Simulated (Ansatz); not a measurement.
```yaml
crystal:
  periodic: [false, false, false]
  atoms:
    - {symbol: O, position_ang: [-1.906294, -0.731133, -0.001304]}
    - {symbol: Si, position_ang: [-0.597615, 0.054743, -0.004317]}
    - {symbol: Si, position_ang: [1.573640, 0.357879, 0.004458]}
    - {symbol: H, position_ang: [3.063104, 0.108141, 0.016775]}
basis:
  gaussian: {orbitals: def2-TZVP}
magnetization: {spin_polarized: true, initial_magnetization: 3}
hamiltonian: {xc: pbe0}
relax: {f_tol: 0.004, max_steps: 80}
```

```sh
$ ansatz run in.yaml --threads 1 --pin off --events-out ev --progress --plain --max-ram 2176MiB
```

Steps of the relaxation (energy above the last step; positions in Å, forces in eV/Å):

```
4
step 1, 353.1 meV
O    -1.906   -0.731   -0.001    0.446   -0.250    0.006
Si   -0.598    0.055   -0.004   -2.060    0.117   -0.014
Si    1.574    0.358    0.004    1.470    0.477    0.002
H     3.063    0.108    0.017    0.143   -0.344    0.006
```

```
4
step 2, 137.6 meV
O    -1.804   -0.877    0.001    1.599    1.255   -0.008
Si   -0.680    0.212   -0.007   -1.742   -1.254    0.007
Si    1.584    0.506    0.002    0.807   -0.058    0.006
H     3.032   -0.051    0.019   -0.664    0.057   -0.005
```

```
4
step 3, 43.5 meV
O    -1.623   -0.949    0.003    0.830    1.066   -0.010
Si   -0.712    0.309   -0.008   -0.725   -1.073    0.010
Si    1.570    0.611    0.001    0.520   -0.277    0.007
H     2.898   -0.181    0.020   -0.625    0.283   -0.008
```

```
4
step 5, 0.0 meV
O    -1.514   -0.962    0.004    0.019    0.021    0.000
Si   -0.701    0.331   -0.009   -0.038   -0.017    0.000
Si    1.570    0.651    0.000    0.004    0.001    0.000
H     2.778   -0.230    0.020    0.014   -0.005    0.000
```

```
4
step 6, 0.0 meV
O    -1.513   -0.962    0.004   -0.002    0.002    0.000
Si   -0.703    0.333   -0.009   -0.003   -0.006    0.000
Si    1.569    0.649    0.000    0.004    0.007    0.000
H     2.780   -0.230    0.020    0.001   -0.003    0.000
```

```
4
step 7, 0.0 meV
O    -1.514   -0.962    0.004    0.001    0.001    0.000
Si   -0.703    0.332   -0.009    0.000   -0.001    0.000
Si    1.570    0.650    0.000    0.000    0.000    0.000
H     2.781   -0.230    0.020    0.000    0.000    0.000
```

Close pairs at the end: Si3–H4 1.497 Å, O1–Si2 1.527 Å, Si2–Si3 2.295 Å.

A stationary point of unrestricted PBE0 after 7 steps, with ⟨S²⟩ = 3.761 against 3.75 for a pure state; no frequencies were run, so it isn't proven a minimum. 37 s on 1 thread of Arm Neoverse V1, shared host.
